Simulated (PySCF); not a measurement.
Zinc-blende AlN (metastable phase): correlation energy from several methods in one and the same small orbital space (PySCF; 2 atoms at the zone centre, 8 electrons in 21 orbitals, empty ones MP2 natural orbitals of a TZ basis, lattice constant set to 4.2486 Å). Its volume lies 8 % below that of the crystal's usual cell. It tests the methods against each other and lies far from the crystal's limit.

| method | E_corr (eV per atom) | share of full CI (%) | error (meV) |
|---|---|---|---|
| MP2 | -2.3718 | 83.0 | 486 |
| CCSD | -2.8066 | 98.2 | 51 |
| CCSD(T) | -2.8447 | 99.5 | 13 |
| CCSDT | -2.8503 | 99.7 | 8 |
| CCSDT(Q) | -2.8569 | 100.0 | 1 |
| full CI | -2.8580 | 100.0 | 0 |

The Hartree–Fock determinant has a weight of 0.91 in the full CI state.

MP2, (T) and (Q) use filled levels shifted down by the Madelung term, which in so small a cell is a large part of the gap, so these rows hang on it.
